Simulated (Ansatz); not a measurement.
**ClH: test of scalar relativity in Python**

Aim: a test of scalar relativity, for ClH, run from a script.

Program: the Python package of Ansatz 0.2.0. The levels of theory stand in the script. These are calculated values, not measurements.

### Step 1. The structure

Bond lengths: H1–Cl2 1.290 Å.

No structure file is read: the coordinates are typed or built in the script.

### Step 2. Script

Input file x2c_clh.py:

```python
"""ClH with and without the spin-free two-component Hamiltonian."""

import ansatz
import numpy as np


def main() -> None:
    molecule = (
        ansatz.Crystal.molecule()
        .atom("H", (0.0, 0.0, 0.0))
        .atom("Cl", (0.0, 0.0, 1.29))
    )

    calculation = molecule.calculation().functional("B3LYP").forces()
    # a set contracted for a scalar-relativistic Hamiltonian goes with the relativistic run
    sets = {"none": "cc-pVTZ", "scalar": "cc-pVTZ-DK"}
    found = {kind: calculation.basis(gaussian=basis).pseudopotentials(relativity=kind).run().report for kind, basis in sets.items()}
    for kind, each in found.items():
        dipole = 4.803205 * np.linalg.norm(each["charge_distribution"]["dipole_moment_e_ang"])
        print(f"{kind:7s} E = {each['free_energy_ev']:.4f} eV  dipole {dipole:.3f} D  largest force {np.abs(each['forces_ev_ang']).max():.4f} eV/A")
    print(f"relativity lowers the total energy by {found['none']['free_energy_ev'] - found['scalar']['free_energy_ev']:.3f} eV")


if __name__ == "__main__":
    main()
```

### Step 3. The calls as engine input

The package turns the script's settings into the engine's input (first run):

```yaml
crystal:
  periodic: [false, false, false]
  atoms:
    - { symbol: H, position_ang: [0.0, 0.0, 0.0] }
    - { symbol: Cl, position_ang: [0.0, 0.0, 1.29] }
basis:
  gaussian:
    orbitals: cc-pVTZ
hamiltonian:
  xc: b3lyp
  pseudopotentials:
    relativity: none
output:
  forces: true
```

### Step 4. Launch

Launch:

```
$ python x2c_clh.py
```

**Question.** What does scalar relativity change in the total energy and in the dipole?

**Answer**, as computed:

| quantity | value |
| --- | --- |
| relativistic lowering of the total energy | 38.635 eV |
| runs compared | 2 |

In words: The total moves by -38.6 eV, nearly all in the cores, and the dipole from 1.21 to 1.20 D. Reading the output:
- The geometry is a force-field or estimated start, not a minimum of this method. The basis set changes with the Hamiltonian (a set recontracted for scalar relativity), and most of the change in the total lies in the cores.
- b3lyp holds the VWN-RPA fit, as in Gaussian; the form of ORCA and Turbomole is b3lyp5.
